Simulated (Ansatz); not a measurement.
Results of LDA (Ansatz, a first-principles code, plane waves, PAW) for bcc Ba.

Settings: plane-wave cutoff 520 eV, 18×18×18 k mesh, Fermi–Dirac smearing 0.042 eV (set by the program), scalar-relativistic PAW data made under PBE.

Computed at the level's own relaxed cell.

Elastic tensor (GPa, Voigt notation, ions relaxed):

```
   14.2     8.3     8.3     0.0     0.0     0.0
    8.3    14.2     8.3     0.0     0.0     0.0
    8.3     8.3    14.2     0.0     0.0     0.0
    0.0     0.0     0.0    12.2     0.0     0.0
    0.0     0.0     0.0     0.0    12.2     0.0
    0.0     0.0     0.0     0.0     0.0    12.2
```

Worked from these constants: the tetragonal shear constant is C′ = (C11 − C12)/2 = 2.9 GPa against C44 = 12.2 GPa, so the tetragonal shear is the softer. The Zener ratio C44/C′ is 4.21 (1 for an isotropic solid), and the Cauchy pressure C12 − C44 is -3.9 GPa. With C11 + 2C12 = 30.8 GPa all three Born conditions hold; they don't test modes at the zone boundary.

The computed numbers hold no vibrational or temperature effects.
